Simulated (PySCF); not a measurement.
# ClF−: from the state search to spectroscopic constants

What are the lowest state that PBE0 finds, the bond length, vibrational wavenumber and bond energy of ClF−, and how much do these hang on the method?

The runs use PySCF 2.14.0; Cl aug-cc-pV(D+d)Z, F aug-cc-pVDZ, no relativity.

1 further run of the same task is left out (set aside as unsound or not needed).

### Step 1. Set-up

The job is set up so:

- atoms: Cl, F
- charge: -1
- basis: Cl aug-cc-pV(D+d)Z, F aug-cc-pVDZ
- Hamiltonian: no relativity
- basis functions: 55
- electrons treated: 27
- masses in u: 34.9689, 18.9984
- levels: PBE0, PBE, r²SCAN, r²SCANh, revPBE, M06-2X, CAM-B3LYP, HF, MP2, SCS-MP2, CCSD, CCSD(T)
- grid: 80 radial by 434 angular points
- occupations: held fixed by the projection of orbital angular momentum
- dissociation limit: Cl− + F, each in its ground configuration
- starting distance in angstrom: 1.685
- values of 2S to try: 1, 3

The run is started by

```
$ OMP_NUM_THREADS=1 python dia.py task.json out
```

Further steps of the session: The PBE0 curve of the state that the search chose; PBE (GGA); r²SCAN (meta-GGA); r²SCANh; revPBE; M06-2X; CAM-B3LYP; UHF (mean field); MP2 and coupled cluster.

Before running it: what results should come out? Wanted: for each run, Re; ωe; De; μ.

**Answer**, as computed:

Lowest PBE0 solution found, without spin–orbit coupling: ²Σ⁺ (doublet), unpaired electrons σ ↑.

```csv
level,Re (Å),ωe (cm⁻¹),De (eV),μ (D)
UHF-CCSD,2.184,380,1.11,n/a
UHF-CCSD(T),2.194,360,1.22,n/a
PBE,2.296,265.5,2.08,-1.24
revPBE,2.342,240.2,1.91,-1.27
r²SCAN,2.273,285.0,1.75,-1.07
r²SCANh,2.250,299.7,1.58,-1.02
PBE0,2.231,310,1.56,-1.09
M06-2X,2.192,348,1.36,-1.18
CAM-B3LYP,2.217,331,1.61,-1.31
```

De is counted to Cl− + F in their ground configurations. A positive dipole points from Cl to F; in an ion it is taken about the centre of mass and does not tell which atom is negative. No constants: UHF (no minimum is bracketed among the points kept); UHF-MP2 (the points don't follow one smooth fit); UHF-SCS-MP2 (the points don't follow one smooth fit).

What this shows: The methods spread over 0.158 Å in bond length, from UHF-CCSD to revPBE. Of the levels with a De here, UHF-CCSD gives the least (1.11 eV) and PBE the most (2.08 eV).

Correlated steps freeze 6 core orbitals. T1 is 0.040 near the minimum (highest on the curve 0.092), which may point to more than one leading configuration.
